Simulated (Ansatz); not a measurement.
Two shapes of doublet C3H3.

Shape 1:

```xyz
6

C    -0.5441    0.1167   -0.4679
C     0.7302   -0.3885   -0.3304
C    -0.1392    0.2966    0.8016
H    -1.3845    0.1617   -1.2240
H     1.6682   -0.6308   -0.8488
H    -0.0915    0.3827    1.9152
```

Shape 2:

```xyz
6

C    -0.4511    0.0951   -0.5362
C     0.7445   -0.4366   -0.2158
C    -0.2384    0.2845    0.7597
H    -1.2440    0.2874   -1.3266
H     1.7901   -0.3504   -0.5493
H    -0.4512    0.9514    1.6663
```

Basis set: def2-SVP (spherical functions). Frozen core: 3 orbitals. Charge 0, multiplicity 2.

Computed with Ansatz (development build ahead of 0.2.0); each method stands on the lowest determinant of its kind that the runs found.

(1) Which shape is lower in energy, and by how much in each method?

Answers

(1)

```
 method  E(2) − E(1) (eV)
    UHF            -0.164
UHF-MP2            -0.177
```

Shape 2 is lower. Caution: the unrestricted determinant is spin contaminated.
